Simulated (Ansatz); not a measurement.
A structure drawn as `N#COC=O`, with this starting geometry:

Cartesian coordinates in Å:
```
N -0.274 0.397 -2.373
C 0.108 0.459 -1.211
O 0.577 0.574 0.048
C -0.044 -0.233 0.894
O -0.825 -1.140 0.718
H 0.457 -0.057 1.925
```

The species carries charge 0 and has multiplicity 1.

(1) Does it keep its bonds when Ansatz relaxes it at PBE-D4/def2-SVP and then PBE0-D4/def2-TZVP?

(2) Give the relaxed structure. (Best estimate.)

Atoms count as bonded under 1.1 times the sum of their covalent radii (H–H under 0.85 Å, pairs among N, O and F under 1.55 Å), and a drawn bond as lost past 1.3 times.

## Answers

(1) Yes, every drawn bond is still there and no new one forms.

(2) Computed: 
```xyz
6

N     0.0403   -2.0255   -1.2361
C    -0.1614   -1.2316   -0.4281
O    -0.4292   -0.3900    0.5224
C     0.0762    0.9064    0.3892
O     0.7215    1.2765   -0.5207
H    -0.2475    1.4642    1.2733
```
All modes are real.
